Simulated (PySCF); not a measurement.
**How the functional moves excitation energies**

Cyclobutadiene, C₄H₄.
Z-matrix (Å and degrees, PBE0-D3(BJ)/def2-SVP geometry), rows numbered from 1:
```
C 
C   1  1.5679
C   2  1.3358  1   90.00
C   1  1.3362  2   89.99  3     0.07
H   1  1.0909  2  134.88  3   179.69
H   2  1.0908  1  134.88  3   179.64
H   3  1.0909  2  135.13  1   179.68
H   4  1.0909  1  135.12  2   179.70
```

Linear-response calculations in the def2-SVPD basis (PySCF; singlets by full response, triplets Tamm–Dancoff, core orbitals frozen in the response; HF means time-dependent Hartree–Fock). 'Strongest' is the level of largest summed f among the singlets computed (10 roots, of which the last may lack a degenerate partner); it can jump between rows when another state enters that window. S1 is the lowest singlet of each run and needn't be the same state throughout; f(S1) is that of one state. Isolated species at its PBE0-D3(BJ)/def2-SVP geometry, gas phase.

```tsv
functional	kind	S1 (eV)	f(S1)	strongest (eV)	T1 (eV)	HOMO (eV)	gap (eV)	ionisation energy, ΔSCF (eV)
LDA	LDA	2.50	0.000	5.58	1.33	-4.78	1.82	8.23
PBE	GGA	2.52	0.000	5.46	1.17	-4.59	1.87	7.97
B3LYP	global hybrid, 20% exact exchange	2.56	0.000	5.63	1.15	-5.39	3.48	7.93
PBE0	global hybrid, 25% exact exchange	2.62	0.000	5.83	1.07	-5.60	3.91	7.91
BHandHLYP	global hybrid, 50% exact exchange	2.62	0.000	7.02	1.01	-6.44	5.87	7.69
CAM-B3LYP	range-separated hybrid	2.64	0.000	5.93	1.14	-6.91	6.43	7.95
wB97X-D	range-separated hybrid	2.66	0.000	6.13	1.23	-7.44	7.64	7.91
LC-wPBE	range-separated hybrid	2.80	0.000	6.53	1.11	-8.30	9.05	8.06
HF	Hartree–Fock	2.62	0.000	7.99	0.57	-7.63	9.76	not settled
```

S1 runs from 2.50 eV (LDA) to 2.80 eV (LC-wPBE), a spread of 0.30 eV, while the orbital gap spreads over 7.9 eV. −ε(HOMO) comes closest to its own ΔSCF ionisation energy with LC-wPBE (+0.24 eV) and misses most with LDA (-3.45 eV). 'Not settled' means that the ion's SCF failed to converge or may have ended in another state than the lowest.
